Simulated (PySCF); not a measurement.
Electron affinity of C by level of theory

C⁻ [He] 2s2 2p3 (4S) → C [He] 2s2 2p2 (3P), as a difference of total energies. Calculation: PySCF 2.14, in aug-cc-pVQZ; the non-relativistic Hamiltonian (point nucleus). Correlated levels: valence: 1s2 frozen. The calculations carry no spin-orbit coupling.

| method | electron affinity (eV) |
| --- | --- |
| UHF | 0.452 |
| LDA | 1.806 |
| PBE | 1.587 |
| PBE0 | 1.415 |
| r2SCAN | 1.487 |
| HSE06 | 1.411 |
| wB97M-V | 1.321 |
| B2PLYP | 1.213 |
| wB97X | 1.232 |

Q: Estimate what SCS-MP2 (valence) gives.

A: 0.992 eV, closest to B2PLYP among the rows shown.

Q: Estimate what MP2 (valence) gives.

A: 1.286 eV, closest to wB97M-V among the rows shown.

Errors of the correlated levels include the incompleteness of this basis and the frozen core.

In the anion the highest occupied orbital energy is positive at LDA, PBE, PBE0, r2SCAN, HSE06, a self-interaction effect; the basis confines that electron, and the energy difference can still be sensible.

For comparison: 1.262 eV (measured; photodetachment measurements, as compiled on the Wikipedia data page of electron affinities).
